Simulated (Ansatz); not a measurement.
**SiPH3 (triplet): RPA-PBE over vertical spin and charge gaps, cc-pVTZ**

Aim: run SiPH3 (triplet) with these functionals over vertical spin and charge gaps, and hold them against the top wave-function level at the same points.

Computed with Ansatz 0.2.0, Gaussian basis. Level: cc-pVTZ, all electrons in the functionals, frozen cores in the correlation of double hybrids and RPA.

To be run: RPA-PBE, at charge 0, triplet; charge 0, singlet; charge 0, quintet; charge 1, doublet; charge 1, quartet.

9 further runs of the same task are left out: 3 for a known fault of the program, 6 set aside as unsound or not needed.

**1. The system**

The geometry is a PBE0/def2-TZVP stationary point (not a proven minimum).

5 atoms, charge 0, spin multiplicity 3.

Atoms are counted from 1 here; the program's logs count them from 0.

Bond lengths: Si1–P2 2.245 Å, Si1–H3 1.489 Å, Si1–H4 1.489 Å, Si1–H5 1.489 Å. Angles: P2–Si1–H3 110.2°, P2–Si1–H4 110.2°, P2–Si1–H5 110.2°, H3–Si1–H4 108.7°, H3–Si1–H5 108.7°, H4–Si1–H5 108.7°.

No dispersion term is added.

The geometry shown and the zero of energy belong to the point charge 0, triplet. The yardstick, UCCSDT(Q), and other wave-function levels (R restricted, U unrestricted, valence and pair active spaces) come from earlier runs.

**2. RPA-PBE, charge 0, triplet**

in.yaml reads:

```yaml
crystal:
  periodic: [false, false, false]
  atoms:
    - {symbol: Si, position_ang: [-1.095022, -0.008048, 0.002339]}
    - {symbol: P, position_ang: [1.149978, 0.008452, -0.002457]}
    - {symbol: H, position_ang: [-1.619119, 1.385319, 0.005761]}
    - {symbol: H, position_ang: [-1.601124, -0.712390, 1.212266]}
    - {symbol: H, position_ang: [-1.606323, -0.708402, -1.207717]}
basis:
  gaussian: {orbitals: cc-pVTZ}
magnetization: {spin_polarized: true, initial_magnetization: 2}
hamiltonian: {xc: {name: PBE}}
correlation: {method: rpa, electrons: outside_noble_gas}
```

The run is started by

```bash
> ansatz run in.yaml --threads 2 --pin off --events-out ev --progress --plain --max-ram 24576MiB --backend cuda --devices 0, --max-vram 18GiB
```

The log of the run:

```text
Functional definition: PBE
  name "PBE"
  cite "Perdew, Burke & Ernzerhof, Phys. Rev. Lett. 77, 3865 (1996) doi:10.1103/PhysRevLett.77.3865"
  parent pbe
  parameter kappa = 0.804
  parameter beta = 0.06672455060314922
  exchange = pbe_x(kappa = kappa, mu = beta*pi^2/3)
  correlation = pbe_c(beta = beta)
629 factors; integrals over basis functions are off by at most 6.4e-4 eV
mean field evaluation 1: about -17204.3120 eV, gradient 1.1e1 eV
mean field evaluation 2: about -17204.3051 eV, gradient 1.1e1 eV
mean field evaluation 4: about -17205.3324 eV, gradient 3.9e0 eV
mean field evaluation 8: about -17205.4417 eV, gradient 7.5e-2 eV
mean field evaluation 16: about -17205.4417 eV, gradient 9.2e-6 eV
mean field -17205.44170210 eV, -632.2883202849 hartree, gradient 4.4e-6 eV, S^2 2.006050; 0 other end points of the search recorded, 0 dependent functions left out
10 core orbitals not correlated: weight in the atoms' cores, before any rotation towards them, 1.000 or more for the frozen orbitals, at most 0.000 for the correlated occupied ones
reference -17180.96411385 eV, -631.3887855083 hartree; 7, 5 occupied and 93, 95 virtual orbitals, 629 factors
Total energy: -17193.85378394 eV, -631.8624721471 hartree
```

Wall time 4.8 s (1 × H100 (card shared with other runs) with 2 threads of AMD EPYC 7R13, shared host); peak host memory 0.85 GiB.

From the report: ⟨S²⟩ of the determinant 2.006 (pure triplet: 2.00).

**3. RPA-PBE, charge 0, singlet**

Changes to in.yaml since step 2:

```diff
@@ -10,3 +10,3 @@
   gaussian: {orbitals: cc-pVTZ}
-magnetization: {spin_polarized: true, initial_magnetization: 2}
+magnetization: {spin_polarized: true, initial_magnetization: 0}
 hamiltonian: {xc: {name: PBE}}
```

The run is started by

```bash
> ansatz run in.yaml --threads 1 --pin off --events-out ev --progress --plain --max-ram 4096MiB --backend cpu
```

The log of the run (excerpt; [...] marks lines left out):

```text
Functional definition: PBE
  name "PBE"
  cite "Perdew, Burke & Ernzerhof, Phys. Rev. Lett. 77, 3865 (1996) doi:10.1103/PhysRevLett.77.3865"
  parent pbe
[...]
629 factors; integrals over basis functions are off by at most 6.4e-4 eV
[...]
mean field -17205.13547701 eV, -632.2770667205 hartree, gradient 1.3e-10 eV, S^2 1.009265; 12 other end points of the search recorded, 0 dependent functions left out
10 core orbitals not correlated: weight in the atoms' cores, before any rotation towards them, 1.000 or more for the frozen orbitals, at most 0.000 for the correlated occupied ones
reference -17180.49680250 eV, -631.3716121330 hartree; 6, 6 occupied and 94, 94 virtual orbitals, 629 factors
Total energy: -17193.53839716 eV, -631.8508818968 hartree
```

Wall time 29 s (1 thread of AMD EPYC 7R13, shared host).

From the report: ⟨S²⟩ of the determinant 1.009 (pure singlet: 0.00). The determinant is far from a pure spin state, so its energy mixes those of several spin states (harmless only where they are near-degenerate, as at dissociation).

From charge 0, triplet: +30.4 kJ/mol.

**4. RPA-PBE, charge 0, quintet**

Changes to in.yaml since step 3:

```diff
@@ -10,3 +10,3 @@
   gaussian: {orbitals: cc-pVTZ}
-magnetization: {spin_polarized: true, initial_magnetization: 0}
+magnetization: {spin_polarized: true, initial_magnetization: 4}
 hamiltonian: {xc: {name: PBE}}
```

The run is started by

```bash
> ansatz run in.yaml --threads 2 --pin off --events-out ev --progress --plain --max-ram 24576MiB --backend cuda --devices 0, --max-vram 18GiB
```

The log of the run (excerpt; [...] marks lines left out):

```text
Functional definition: PBE
  name "PBE"
  cite "Perdew, Burke & Ernzerhof, Phys. Rev. Lett. 77, 3865 (1996) doi:10.1103/PhysRevLett.77.3865"
  parent pbe
[...]
629 factors; integrals over basis functions are off by at most 6.4e-4 eV
[...]
mean field -17199.61131515 eV, -632.0740575166 hartree, gradient 4.1e-6 eV, S^2 6.002043; 8 other end points of the search recorded, 0 dependent functions left out
10 core orbitals not correlated: weight in the atoms' cores, before any rotation towards them, 1.000 or more for the frozen orbitals, at most 0.000 for the correlated occupied ones
reference -17174.96747508 eV, -631.1684130980 hartree; 8, 4 occupied and 92, 96 virtual orbitals, 629 factors
Total energy: -17187.75896725 eV, -631.6384917651 hartree
```

It took 22 s on 1 × H100 (card shared with other runs) with 2 threads of AMD EPYC 7R13, shared host; peak host memory 0.85 GiB.

From the report: ⟨S²⟩ of the determinant 6.002 (pure quintet: 6.00).

From charge 0, triplet: +588.1 kJ/mol.

**5. RPA-PBE, charge 1, doublet**

Changes to in.yaml since step 4:

```diff
@@ -10,3 +10,4 @@
   gaussian: {orbitals: cc-pVTZ}
-magnetization: {spin_polarized: true, initial_magnetization: 4}
+total_charge: 1
+magnetization: {spin_polarized: true, initial_magnetization: 1}
 hamiltonian: {xc: {name: PBE}}
```

The command is unchanged.

The log of the run (excerpt; [...] marks lines left out):

```text
Functional definition: PBE
  name "PBE"
  cite "Perdew, Burke & Ernzerhof, Phys. Rev. Lett. 77, 3865 (1996) doi:10.1103/PhysRevLett.77.3865"
  parent pbe
[...]
629 factors; integrals over basis functions are off by at most 6.4e-4 eV
[...]
mean field -17195.96367593 eV, -631.9400092476 hartree, gradient 6.1e-10 eV, S^2 0.762008; 12 other end points of the search recorded, 0 dependent functions left out
10 core orbitals not correlated: weight in the atoms' cores, before any rotation towards them, 1.000 or more for the frozen orbitals, at most 0.000 for the correlated occupied ones
reference -17171.27589965 eV, -631.0327502034 hartree; 6, 5 occupied and 94, 95 virtual orbitals, 629 factors
Total energy: -17184.18603055 eV, -631.5071887631 hartree
```

Run time: 31 s. Hardware: 1 × H100 (card shared with other runs) with 2 threads of AMD EPYC 7R13, shared host; peak host memory 0.84 GiB.

From the report: ⟨S²⟩ of the determinant 0.762 (pure doublet: 0.75).

From charge 0, triplet: +932.8 kJ/mol.

**6. RPA-PBE, charge 1, quartet**

Changes to in.yaml since step 5:

```diff
@@ -11,3 +11,3 @@
 total_charge: 1
-magnetization: {spin_polarized: true, initial_magnetization: 1}
+magnetization: {spin_polarized: true, initial_magnetization: 3}
 hamiltonian: {xc: {name: PBE}}
```

Launched as before.

The log of the run (excerpt; [...] marks lines left out):

```text
Functional definition: PBE
  name "PBE"
  cite "Perdew, Burke & Ernzerhof, Phys. Rev. Lett. 77, 3865 (1996) doi:10.1103/PhysRevLett.77.3865"
  parent pbe
[...]
629 factors; integrals over basis functions are off by at most 6.4e-4 eV
[...]
mean field -17195.40906789 eV, -631.9196277782 hartree, gradient 4.0e-6 eV, S^2 3.751931; 3 other end points of the search recorded, 0 dependent functions left out
10 core orbitals not correlated: weight in the atoms' cores, before any rotation towards them, 1.000 or more for the frozen orbitals, at most 0.000 for the correlated occupied ones
reference -17171.74794373 eV, -631.0500975033 hartree; 7, 4 occupied and 93, 96 virtual orbitals, 629 factors
Total energy: -17183.58206458 eV, -631.4849934231 hartree
```

It took 8.5 s on 1 × H100 (card shared with other runs) with 2 threads of AMD EPYC 7R13, shared host; peak host memory 0.86 GiB.

From the report: ⟨S²⟩ of the determinant 3.752 (pure quartet: 3.75).

From charge 0, triplet: +991.1 kJ/mol.

**7. Against the wave-function levels**

The yardstick is UCCSDT(Q), where the cluster series has nearly closed. It comes from earlier runs at the same points. Energies in kJ/mol, counted from charge 0, triplet; blanks weren't run or aren't comparable.

| level | triplet to singlet | triplet to quintet | ionisation to the doublet cation | ionisation to the quartet cation |
| --- | --- | --- | --- | --- |
| UCCSDT(Q) |  | 586.1 | 929.0 | 964.0 |
| RPA-PBE | 30.4 | 588.1 | 932.8 | 991.1 |

Largest miss and mean time a point (UCCSDT(Q) took 47 s a point; shared hosts):

```
  level  largest miss (kJ/mol)                             where  time a point
RPA-PBE                  +27.1  ionisation to the quartet cation          19 s
```

**8. Results**

| quantity | value |
| --- | --- |
| triplet to quintet, UCCSDT(Q) | 586.1 kJ/mol |
| ionisation to the doublet cation, UCCSDT(Q) | 929.0 kJ/mol |
| ionisation to the quartet cation, UCCSDT(Q) | 964.0 kJ/mol |
| largest miss, RPA-PBE | +27.1 kJ/mol (ionisation to the quartet cation) |

**Reading.** Misses are known at 3 of 4 points at best, and only functionals with that many are ranked. RPA-PBE strays by up to 27.1 kJ/mol, at ionisation to the quartet cation. RPA-PBE clearly breaks the spin symmetry at some points (⟨S²⟩ up to 1.01 above the pure value), so energy there is bought with a mixed spin. Functionals and the yardstick converge differently with the basis, so part of each miss in cc-pVTZ is the basis. The program flags that the yardstick's amplitudes may have other solutions at some points.
